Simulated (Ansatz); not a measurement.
bcc Ta was calculated with RPBE in Ansatz (plane waves, PAW).

Run with plane-wave cutoff 520 eV, 24×24×24 k mesh, Fermi–Dirac smearing 0.05 eV, scalar-relativistic PAW data made under PBE.

Computed at the level's own relaxed cell.

Q: What does this level give for the equilibrium volume per atom, bulk modulus B0, lattice constant a and pressure derivative B′ of the bulk modulus?

A: 
equilibrium volume per atom: 18.61 Å³/atom
bulk modulus B0: 186 GPa
lattice constant a: 3.339 Å
pressure derivative B′ of the bulk modulus: 3.8

The run finds no gap.

Measured, for comparison: equilibrium volume per atom 17.95 Å³/atom, lattice constant a 3.299 Å (static lattice: zero-point anharmonic expansion removed; as tabulated in Mejia-Rodriguez and Trickey (2018), arXiv:1807.09216); bulk modulus 198 GPa (corrected for temperature and zero-point phonon effects, our sources range from 194 to 203; as tabulated in Levämäki et al. (2014), arXiv:1402.3671). Computed (rounded) less measured: equilibrium volume per atom +3.7 %, bulk modulus -6 % (-4 % to -8 % over the range), lattice constant a +1.2 %.

Spin–orbit coupling is not included.

The computed numbers hold no vibrational or temperature effects.

Ansatz is a quantum-chemistry and plane-wave program.
